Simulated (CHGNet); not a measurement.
## bcc Fe

All values below come from the machine-learned potential CHGNet 0.3.0 (trained on PBE and PBE+U data).

Cell (relaxed at this level):

```yaml
crystal:
  lattice:
    - [-1.42358, 1.42358, 1.42358]
    - [1.42358, -1.42358, 1.42358]
    - [1.42358, 1.42358, -1.42358]
  atoms:
    - { symbol: Fe, position: [0.00000, 0.00000, 0.00000] }
```

```
Item                        Value
------------------------  -------
vacancy formation energy  0.83 eV
```

Measured, for comparison: vacancy formation energy 2 ± 0.2 eV (not corrected to a static lattice, monovacancy, our sources range from 1.53 to 2.00; as tabulated in Nandi et al. (2010), arXiv:0904.3859). Computed (rounded) less measured: vacancy formation energy not scored (sources differ).

A machine-learned potential is trained on density-functional data: it inherits that level's misses and adds fitting errors of its own.

Note: the model gives imaginary modes for this phase (in the spectrum interpolated from a supercell); the model's elastic tensor is not positive definite here.
